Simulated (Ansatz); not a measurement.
Ansatz (an electronic-structure program) input (B3LYP/6-31+G*): The .json file is the Basis Set Exchange's 6-31+G*.

Ansatz 0.2 input:
```yaml
crystal:
  periodic: [false, false, false]
  atoms:
    - {symbol: C, position_ang: [1.18117604, -0.36779598, 0.01854416]}
    - {symbol: C, position_ang: [-0.00115998, 0.51798809, -0.05691682]}
    - {symbol: O, position_ang: [-1.20555268, -0.12470547, 0.10015001]}
    - {symbol: H, position_ang: [-1.92525557, 0.50464161, -0.01377086]}
    - {symbol: H, position_ang: [-0.00116302, 1.40815434, -0.67836497]}
    - {symbol: H, position_ang: [2.09806429, 0.22204659, -0.00681776]}
    - {symbol: H, position_ang: [1.17235960, -0.95240933, 0.94267001]}
    - {symbol: H, position_ang: [1.22031985, -1.08594199, -0.81468055]}
basis:
  gaussian:
    orbitals: 6-31+G_.json
hamiltonian:
  xc: {name: B3LYP}
magnetization: {spin_polarized: true, initial_magnetization: 1}
output: {forces: true}
```

Output:

```
WARN ansatz: RAYON_NUM_THREADS=1 ignored (pool sized by the plan → 1); use --threads N
Functional definition: B3LYP
integrals: 0.02 GiB planned
665 factors; integrals over basis functions are off by at most 8.3e-4 eV
mean field: 0.23 GiB planned
mean field evaluation 1: about -4193.3904 eV, gradient 4.1e1 eV
mean field evaluation 2: about -4187.1369 eV, gradient 5.6e1 eV
mean field evaluation 4: about -4200.8599 eV, gradient 3.0e0 eV
mean field evaluation 8: about -4201.0829 eV, gradient 1.8e-1 eV
mean field evaluation 16: about -4201.0832 eV, gradient 8.5e-5 eV
mean field -4201.08315023 eV, -154.3869581744 hartree, gradient 2.4e-5 eV, S^2 0.753451; 0 other end points of the search recorded, 0 dependent functions left out
the calculation of the forces begins
reference -4201.08344191 eV, -154.3869688935 hartree; 13, 12 occupied and 54, 55 virtual orbitals, 665 factors
Total energy: -4201.08344191 eV, -154.3869688935 hartree
Atom 0 at     1.181176    -0.367796     0.018544 Å, force     0.009359    -0.055427    -0.014613 eV/Å
Atom 1 at    -0.001160     0.517988    -0.056917 Å, force     0.087811     0.146268     0.110969 eV/Å
Atom 2 at    -1.205553    -0.124705     0.100150 Å, force     0.015059    -0.265713     0.013078 eV/Å
Atom 3 at    -1.925256     0.504642    -0.013771 Å, force    -0.266390     0.175709    -0.014635 eV/Å
Atom 4 at    -0.001163     1.408154    -0.678365 Å, force    -0.024317     0.103404    -0.111562 eV/Å
Atom 5 at     2.098064     0.222047    -0.006818 Å, force     0.143743     0.084821     0.002477 eV/Å
Atom 6 at     1.172360    -0.952409     0.942670 Å, force     0.013741    -0.083228     0.126406 eV/Å
Atom 7 at     1.220320    -1.085942    -0.814681 Å, force     0.020994    -0.105834    -0.112120 eV/Å
Dipole moment:    -0.060948     0.257126    -0.154383 e Å
```
